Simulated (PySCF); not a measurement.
Molecule: `FP(F)F`, F$_{3}$P.

Cartesian coordinates in Å; atom numbers follow the order of the lines, from 1:
```xyz
4

F    -0.827   -1.065   -0.378
P     0.018   -0.107    0.579
F     1.379   -0.138   -0.253
F    -0.532    1.282    0.017
```

Geometry PBE0-D3(BJ)/def2-SVP throughout; GIAO in PySCF, gas phase, one conformer, non-relativistic; equivalent atoms averaged; functional PBE0.

Question: How do the absolute shieldings σ depend on the basis set? (ppm; last column core-seconds on 1 thread of an Arm Neoverse V1, shared host)

Answer: 
```tsv
basis set	functions	F1/F3/F4	P2	core-s
STO-3G	24	422.8	360.0	0.87
6-31G	40	217.1	217.4	1.6
6-31G*	60	215.0	243.9	2
def2-SVP	60	221.2	255.3	1.8
6-311+G(2d,p)	116	202.8	169.4	4
def2-TZVP	130	196.8	154.5	4.7
```

Question: Which nucleus moves most, in ppm?

Answer: F1/F3/F4 (fluorine bonded to P): from 196.8 ppm with def2-TZVP to 422.8 ppm with STO-3G. The smallest spread is 205.6 ppm, at P2.

Question: Taking the largest basis, def2-TZVP (130 functions), as the yardstick, rank the others by their worst heavy-atom deviation.

Answer: 6-311+G(2d,p) 14.9 ppm (116 functions), 6-31G 62.9 ppm (40 functions), 6-31G* 89.5 ppm (60 functions), def2-SVP 100.8 ppm (60 functions), STO-3G 226.0 ppm (24 functions).

A small basis that lands close on one nucleus may do so by chance; judge by the trend and by all nuclei.
